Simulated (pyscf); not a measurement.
Single points on ωB97X-D3(BJ)/def2-SVP structures (PySCF, gas phase).

**Question.** Estimate the classical barrier height and the reaction energy of F–Cl + trifluoromethyl (F–C•(F)–F) -> tetrafluoromethane (F–C(F)(F)–F) + Cl atom (Cl•) at ωB97M-D3(BJ)/def2-TZVP. The step runs on the doublet surface, breaks Cl–F and forms C–F; take the separated reactants as zero.

**Answer.** ΔE‡ = 21.0 kJ/mol, ΔE = -292.2 kJ/mol. Zero-point energy shifts the barrier by -0.2 kJ/mol. It is an atom transfer, with an imaginary mode of 407i cm⁻¹. One saddle was located; it need not be the lowest between these sides. The angle at the transferred F is 179°. Left out: the spin-orbit lowering of Cl.
